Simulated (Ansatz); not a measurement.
Results of r²SCAN0 (PAW; Ansatz, a quantum-chemistry and plane-wave program) for α-phase Ga.

Numerical settings: plane-wave cutoff 520 eV, 8×8×6 k mesh (along the axes of the cell as run), Fermi–Dirac smearing 0.05 eV, scalar-relativistic PAW data made under PBE.

Computed at the level's own relaxed cell.

Task: Give the computed lattice parameter a, lattice parameter b and lattice parameter c.

Result: 
lattice parameter a: 4.386 Å
lattice parameter b: 7.595 Å
lattice parameter c: 4.548 Å

Computed values are for the static lattice.
